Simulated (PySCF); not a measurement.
Molfile (atoms numbered from 1):
```
C3H5FO
     RDKit          3D

 10 10  0  0  0  0  0  0  0  0999 V2000
    1.7059    0.0413    1.0765 F   0  0  0  0  0  0  0  0  0  0  0  0
    1.2021    0.0347   -0.1974 C   0  0  0  0  0  0  0  0  0  0  0  0
   -0.2165    0.5259   -0.1890 C   0  0  2  0  0  0  0  0  0  0  0  0
   -1.3366   -0.4034   -0.0529 C   0  0  0  0  0  0  0  0  0  0  0  0
   -0.9913    0.1518   -1.3038 O   0  0  0  0  0  0  0  0  0  0  0  0
    1.2339   -0.9893   -0.6058 H   0  0  0  0  0  0  0  0  0  0  0  0
    1.8315    0.6821   -0.8316 H   0  0  0  0  0  0  0  0  0  0  0  0
   -0.3510    1.5613    0.1543 H   0  0  0  0  0  0  0  0  0  0  0  0
   -1.1345   -1.4757    0.0669 H   0  0  0  0  0  0  0  0  0  0  0  0
   -2.2794   -0.0511    0.3828 H   0  0  0  0  0  0  0  0  0  0  0  0
  1  2  1  0
  2  3  1  0
  3  4  1  0
  4  5  1  0
  5  3  1  0
  2  6  1  0
  2  7  1  0
  3  8  1  1
  4  9  1  0
  4 10  1  0
M  END
```

Geometry: PBE0-D3(BJ)/def2-SVP; GIAO absolute shieldings from PySCF 2.14.0 with density-fitted response routines, gas phase, non-relativistic, averaged over equivalent atoms.

At PBE0/pcSseg-1 (110 basis functions, 7.1 s wall time on 1 thread of an Arm Neoverse V1, shared host):
| atoms | σ (ppm) |
| --- | --- |
| F1 | 433.9 |
| C2 | 97.5 |
| C3 | 137.5 |
| C4 | 138.1 |
| O5 | 327.1 |
| H7 | 26.32 |
| H6 | 27.69 |
| H8 | 28.46 |
| H10 | 28.59 |
| H9 | 28.89 |

Predict the values at KT3/pcSseg-2 on the same geometry.

## Answers


```
atoms  σ at KT3/pcSseg-2  change
   F1              412.7   -21.2
   C2               92.4    -5.1
   C3              132.4    -5.1
   C4              133.9    -4.2
   O5              315.4   -11.7
   H7              26.42   +0.10
   H6              27.83   +0.14
   H8              28.52   +0.06
  H10              28.69   +0.10
   H9              29.02   +0.13
```

The largest change is at F1 (fluorine on an sp3 carbon). Cost: 250 basis functions, 36 s wall time on 1 thread of an Arm Neoverse V1, shared host. The order of the carbon signals is the same at both levels.
